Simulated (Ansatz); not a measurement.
# C4H7NO: up Jacob's ladder to CCSD(T)

An exercise on one series of results from a longer session: the logs are not shown, and one member is left open.

Method: functionals in def2-TZVPP, the program's frozen cores in correlated methods; program: Ansatz 0.2.0, Gaussian basis.

Levels to be run: PBE-D4, r2SCAN-D4, PBE0-D4, B3LYP-D4, ωB97X-V, ωB97M-V, B2PLYP; CCSD(T)/def2-TZVPP; MP2/def2-QZVPP; extrapolation to the limit.

### Structure used throughout

An earlier PBE0-D4 in a triple-zeta def2 set relaxation fixed the geometry.

13 atoms, charge 0, spin multiplicity 1.

Atoms are counted from 1 here; the program's logs count them from 0.

Bond lengths: C1–O2 1.404 Å, C1–H7 1.097 Å, C1–H8 1.099 Å, C1–H9 1.089 Å, O2–C3 1.394 Å, C3–C4 1.532 Å, C3–H10 1.091 Å, C3–H11 1.100 Å, C4–C5 1.453 Å, C4–H12 1.093 Å, C4–H13 1.094 Å, C5–N6 1.149 Å. Angles: O2–C1–H7 112.5°, O2–C1–H8 111.3°, O2–C1–H9 107.1°, H7–C1–H8 108.8°, H7–C1–H9 108.2°, H8–C1–H9 108.9°, C1–O2–C3 114.4°, O2–C3–C4 114.1°, O2–C3–H10 106.3°, O2–C3–H11 110.9°, C4–C3–H10 109.3°, C4–C3–H11 107.8°, H10–C3–H11 108.2°, C3–C4–C5 112.8°, C3–C4–H12 110.9°, C3–C4–H13 108.9°, C5–C4–H12 108.6°, C5–C4–H13 108.7° and more.

The first run:

The input, in.yaml:

```yaml
crystal:
  periodic: [false, false, false]
  atoms:
    - {symbol: C, position_ang: [-0.864652, -1.251535, 0.973440]}
    - {symbol: O, position_ang: [0.367606, -0.582297, 1.035970]}
    - {symbol: C, position_ang: [0.915341, -0.267329, -0.207128]}
    - {symbol: C, position_ang: [0.168950, 0.840962, -0.957047]}
    - {symbol: C, position_ang: [0.107767, 2.084139, -0.207555]}
    - {symbol: N, position_ang: [0.064424, 3.067710, 0.385150]}
    - {symbol: H, position_ang: [-1.673507, -0.607022, 0.607479]}
    - {symbol: H, position_ang: [-0.803573, -2.140978, 0.331127]}
    - {symbol: H, position_ang: [-1.110213, -1.564241, 1.987690]}
    - {symbol: H, position_ang: [1.941515, 0.052506, -0.017469]}
    - {symbol: H, position_ang: [0.945660, -1.153318, -0.858688]}
    - {symbol: H, position_ang: [-0.850544, 0.530122, -1.200162]}
    - {symbol: H, position_ang: [0.676425, 1.029880, -1.907607]}
basis:
  gaussian: {orbitals: def2-TZVPP}
hamiltonian: {xc: pbe, dispersion: d4}
output: {forces: true, orbitals: {seedname: orbitals}}
```

Launch:

```sh
> ansatz run in.yaml --threads 4 --pin off --events-out ev --progress --plain --max-ram 10444MiB
```

Steps of the session up to this table: PBE-D4 (GGA); r2SCAN-D4 (meta-GGA); PBE0-D4 (hybrid); B3LYP-D4 (hybrid); ωB97X-V (range-separated); ωB97M-V (range-separated); B2PLYP (double hybrid); CCSD(T) in def2-TZVPP; MP2 in def2-QZVPP.

One table of the session follows, with a row left open; its other results are not shown here.

It belongs to the step «Atomisation energies». 

| method | atoms, summed (eV) | atomisation energy (eV) |
| --- | --- | --- |
| PBE-D4 | -7734.102 | 57.701 |
| r2SCAN-D4 | -7740.845 | 55.958 |
| PBE0-D4 | -7735.957 | 56.312 |
| B3LYP-D4 | -7745.809 | 56.050 |
| ωB97X-V | -7742.851 | 56.057 |
| ωB97M-V | -7742.023 | 56.149 |
| B2PLYP | -7739.452 | 55.550 |
| HF/def2-TZVPP | -7714.073 | 39.720 |
| MP2/def2-TZVPP | -7727.705 | 55.691 |
| CCSD/def2-TZVPP | -7730.816 | 53.513 |
| CCSD(T)/def2-TZVPP | ? | ? |
| MP2/CBS | -7730.186 | 57.091 |
| CCSD(T)/CBS | -7733.657 | 55.876 |

Q: Estimate the row for CCSD(T)/def2-TZVPP from the others.

As computed: atoms, summed (eV): -7731.176; atomisation energy (eV): 54.476. In the column «atoms, summed (eV)» it lies between CCSD(T)/CBS (-7733.657) and CCSD/def2-TZVPP (-7730.816).
